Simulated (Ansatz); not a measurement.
# MgBH2+ (triplet): the correlation ladder, def2-QZVPP

One table from this session's results is given with a row withheld; the runs are named, their logs left out.

Program: Ansatz 0.2.0, Gaussian basis. Level of theory: def2-QZVPP, core rule «outside noble gas», up to 6 orbitals frozen. These are calculated values, not measurements.

Plan: UHF; ROHF; CCSD(T) on UHF.

## What is computed

The geometry is a PBE0/def2-TZVP stationary point (not a proven minimum) of the parent state, kept for this charge and spin.

4 atoms, charge 1, spin multiplicity 3.

Atoms are counted from 1 here; the program's logs count them from 0.

Bond lengths: B1–Mg2 2.227 Å, B1–H3 1.184 Å, B1–H4 1.234 Å, Mg2–H4 1.954 Å. Angles: Mg2–B1–H3 168.8°, Mg2–B1–H4 61.0°, H3–B1–H4 130.2°, B1–Mg2–H4 33.5°, B1–H4–Mg2 85.5°.

Set-up of the first run:

in.yaml

```yaml
crystal:
  periodic: [false, false, false]
  atoms:
    - {symbol: B, position_ang: [0.000000, 0.038348, 1.441894]}
    - {symbol: Mg, position_ang: [0.000000, 0.014710, -0.784671]}
    - {symbol: H, position_ang: [0.000000, 0.281186, 2.600655]}
    - {symbol: H, position_ang: [0.000000, -1.047203, 0.855024]}
basis:
  gaussian: {orbitals: "def2-QZVPP.json"}
total_charge: 1
magnetization: {spin_polarized: true, initial_magnetization: 2}
hamiltonian: {xc: hf}
output: {orbitals: {seedname: orbitals}}
```

Launch:

```console
$ ansatz run in.yaml --threads 1 --pin off --events-out ev --progress --plain --max-ram 2393MiB
```

Among the steps run: UHF; ROHF; CCSD(T) on UHF.

One of the session's tables, all rows but one given; the rest of the session is left out.

```
  method  from UCCSD(T) (kJ/mol)
    ROHF                       ?
     UHF                  +294.8
    UMP2                   +55.3
   UCCSD                    +6.5
UCCSD(T)                       0
```

Estimate the missing values for ROHF.

As computed: from UCCSD(T) (kJ/mol): +299.5. In the column «from UCCSD(T) (kJ/mol)» it is the highest.
